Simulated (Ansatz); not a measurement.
Reaction (SMILES): OO (H2O2) + H+ → [OH2+]O
B3LYP-D3(BJ)/def2-TZVP geometries, fixed; electronic energies without zero-point terms; positive where energy is released.

Basis-set convergence of the proton affinity at PBE with Ansatz (a program for electronic structure). All functions are spherical. No added dispersion term, no relativity. Functions are those of the species that has most. Reference: the value in pcseg-4, 165.61 kcal/mol, itself unsure by roughly 0.13 kcal/mol (its mean distance from aug-pcseg-3, aug-cc-pVQZ, cc-pV5Z). Deviations are taken from unrounded values.

| basis | functions | proton affinity (kcal/mol) | minus reference (kcal/mol) |
|---|---|---|---|
| cc-pVDZ | 43 | 171.02 | 5.41 |
| aug-cc-pVDZ | 73 | 164.16 | -1.45 |
| cc-pVTZ | 102 | 168.40 | 2.79 |
| jun-cc-pV(T+d)Z | 120 | 165.34 | -0.27 |
| aug-cc-pVTZ | 161 | 165.42 | -0.19 |
| cc-pVQZ | 200 | 167.00 | 1.39 |
| aug-cc-pVQZ | 298 | 165.58 | -0.03 |
| cc-pV5Z | 347 | 165.96 | 0.35 |

The smallest set listed that lies within 2 kcal/mol of the reference with all its larger relatives (same family, alike in diffuse functions; a set with none counts only in the reference's own line) is aug-cc-pVDZ (73 functions, -1.45 kcal/mol off).
